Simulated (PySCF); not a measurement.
Compound: C3H7FN (charge +1).
Atom-mapped SMILES: `[F:1][CH:2]1[CH2:3][NH2+:4][CH2:5]1`

A calculation gives these core lines: C 1s: 298.19 (area 2), 298.85 (area 1) eV; N 1s: 414.40 eV; F 1s: 697.62 eV.

Theory: delta-SCF UKS SCAN, pcX-2 on the ionised atom, pcseg-1 elsewhere, spin-free X2C (PySCF). Isolated species at its PBE0-D3(BJ)/def2-SVP geometry (one conformer only).

(1) Which carbon gives which C 1s line?

Answers

(1) 298.19 eV: C3/C5 (sp3 carbon bound to nitrogen); 298.85 eV: C2 (sp3 C–F carbon). Lowest listed C 1s: C3/C5, bonded to N, C and 2 H. Highest, 0.66 eV above it: C2, bonded to F, 2 C and H.

Bonded neighbours of each site: F1: C; C2: F, 2 C and H; C3/C5: N, C and 2 H; N4: 2 C and 2 H.

Problem. Express the binding energy of F 1s of F1 in atomic units and per mole.

Solution. 697.62 eV = 25.6371 Eh = 67310 kJ/mol.

Atoms equivalent by their bonding share one computed value, that of the first of them. The species carries charge +1, so core ionisation leaves charge +2.
